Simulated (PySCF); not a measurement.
## How methods differ on the ionisation energy of B

B [He] 2s2 2p1 (2P) → B⁺ [He] 2s2 (1S), as a difference of total energies. All numbers are calculated (PySCF 2.14, no relativity, point nucleus, in aug-cc-pwCVQZ (9s8p6d4f2g, 109 functions)). Correlated levels: valence: 1s2 frozen; valence and next inner shell: nothing frozen. The calculations carry no spin-orbit coupling.

```json
{"method": "UHF", "ionisation energy (eV)": "8.042", "error (eV)": "-0.255"}
{"method": "LDA", "ionisation energy (eV)": "8.646", "error (eV)": "+0.349"}
{"method": "PBE", "ionisation energy (eV)": "8.673", "error (eV)": "+0.376"}
{"method": "PBE0", "ionisation energy (eV)": "8.647", "error (eV)": "+0.350"}
{"method": "r2SCAN", "ionisation energy (eV)": "8.771", "error (eV)": "+0.474"}
{"method": "M06-L", "ionisation energy (eV)": "8.609", "error (eV)": "+0.312"}
{"method": "TPSSh", "ionisation energy (eV)": "8.753", "error (eV)": "+0.456"}
{"method": "M06", "ionisation energy (eV)": "8.438", "error (eV)": "+0.141"}
{"method": "MP2 (valence)", "ionisation energy (eV)": "8.295", "error (eV)": "-0.002"}
{"method": "SCS-MP2 (valence)", "ionisation energy (eV)": "8.263", "error (eV)": "-0.034"}
{"method": "MP2 (valence and next inner shell)", "ionisation energy (eV)": "8.323", "error (eV)": "+0.026"}
{"method": "SCS-MP2 (valence and next inner shell)", "ionisation energy (eV)": "8.283", "error (eV)": "-0.014"}
```

Reference: 8.297 eV (measured; NIST levels, between the centres of gravity of the two terms).

Errors of the correlated levels include the incompleteness of this basis and the frozen core.
